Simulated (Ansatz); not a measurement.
```yaml
crystal:
  periodic: [false, false, false]
  atoms:
    - {symbol: P, position_ang: [0.024114, 0.000865, -0.809095]}
    - {symbol: S, position_ang: [-0.022715, 1.636535, 0.392199]}
    - {symbol: S, position_ang: [-0.000578, -1.637370, 0.389361]}
basis:
  gaussian: {orbitals: def2-TZVP}
magnetization: {spin_polarized: true, initial_magnetization: 3}
hamiltonian: {xc: pbe0}
relax: {f_tol: 0.004, max_steps: 80}
```

```sh
$ ansatz run in.yaml --threads 1 --pin off --events-out ev --progress --plain --max-ram 2176MiB
```

Steps of the relaxation (energy above the last step; positions in Å, forces in eV/Å):

```
3
step 1, 9.8 meV
P     0.024    0.001   -0.809   -0.002    0.000    0.063
S    -0.023    1.637    0.392    0.003   -0.253   -0.032
S    -0.001   -1.637    0.389   -0.001    0.253   -0.031
```

```
3
step 2, 1.2 meV
P     0.025    0.001   -0.849    0.000    0.000    0.004
S    -0.023    1.578    0.412    0.000    0.076   -0.002
S    -0.002   -1.579    0.409    0.001   -0.076   -0.002
```

```
3
step 3, 0.0 meV
P     0.025    0.001   -0.838    0.000    0.000    0.010
S    -0.023    1.593    0.407    0.000   -0.009   -0.005
S    -0.001   -1.594    0.404    0.000    0.009   -0.005
```

```
3
step 4, 0.0 meV
P     0.025    0.001   -0.838    0.000    0.000    0.004
S    -0.023    1.593    0.407    0.000   -0.002   -0.002
S    -0.001   -1.594    0.404    0.000    0.002   -0.002
```

Close pairs at the end: P1–S2 2.022 Å, P1–S3 2.022 Å.

A stationary point of unrestricted PBE0 after 4 steps, with ⟨S²⟩ = 3.765 against 3.75 for a pure state; no frequencies were run, so it isn't proven a minimum. 12 s on 1 thread of AMD EPYC 9R45, shared host.
